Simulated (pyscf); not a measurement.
Structures and frequencies: ωB97X-D3(BJ)/def2-SVP in PySCF.

**Question.** For the elementary gas-phase step BH₃ + H₂O -> H₂B–OH + H₂ (singlet surface; B–H, H–O broken, B–O, H–H formed), what barrier and reaction energy does r²SCAN/def2-TZVP give, measured from the separated reactants?

**Answer.** ΔE‡ = 1.1 kcal/mol, ΔE = -34.3 kcal/mol. ωB97M-D3(BJ)/def2-TZVP gives 6.3 kcal/mol and -32.6 kcal/mol. Zero-point energy shifts the barrier by +2.4 kcal/mol. It is a four-centre exchange, with an imaginary mode of 1402i cm⁻¹. On the reactant side the descent ends in an adduct with a B–O contact, 16.4 kcal/mol under the separated species and 23.6 kcal/mol under the saddle at ωB97X-D3(BJ)/def2-TZVP. What is counted as formed (B–O) is already present as a longer contact in the reactant adduct; forming that adduct is a step of its own. At the saddle there is also a short B–H contact that neither side keeps. This is the saddle that the search found; another between the same sides may lie lower.
